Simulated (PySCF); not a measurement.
**The electron affinity along the third row**

Calculated with PySCF 2.14 from differences of total energies of unrestricted determinants, without spin-orbit coupling. Values in eV. The last column holds reference values (measured affinities from photodetachment; the arrow runs from anion to atom). Unmarked ones compare directly (S terms, centres of terms, or small fine structure); those marked * lie between the lowest fine-structure levels and include a spin-orbit shift.

```tsv
element	configurations	UHF	CCSD(T) (valence)	SCS-MP2 (valence and next inner shell)	LDA	PBE	r2SCAN	reference
Al (dyall-acv3z, non-relativistic)	[Ne] 3s2 3p2 → [Ne] 3s2 3p1	0.013	0.425	0.250	0.649	0.593	0.610	0.433 *
Si (dyall-acv3z, non-relativistic)	[Ne] 3s2 3p3 → [Ne] 3s2 3p2	0.848	1.385	1.199	1.596	1.499	1.526	1.390 *
P (dyall-acv3z, non-relativistic)	[Ne] 3s2 3p4 → [Ne] 3s2 3p3	-0.323	0.619	0.535	1.041	0.890	0.781	0.747 *
S (dyall-acv3z, non-relativistic)	[Ne] 3s2 3p5 → [Ne] 3s2 3p4	0.883	1.948	1.934	2.394	2.166	2.116	2.077 *
Cl (dyall-acv3z, non-relativistic)	[Ar] → [Ne] 3s2 3p5	2.370	3.499	3.538	3.931	3.650	3.604	3.613 *
```

The highest occupied level of the anion is positive for Al⁻ at LDA, PBE, r2SCAN; Si⁻ at LDA, PBE, r2SCAN; P⁻ at LDA, PBE, r2SCAN; S⁻ at LDA, PBE, r2SCAN; Cl⁻ at LDA, PBE, r2SCAN, so there the basis helps to hold the electron.

"Valence" correlates the outer s and p shells and, in groups 3 to 12 and the f block, the outer d or f shell, open or full, or the next shell where the ion has no valence electron left; the wider scheme adds the next inner shell.
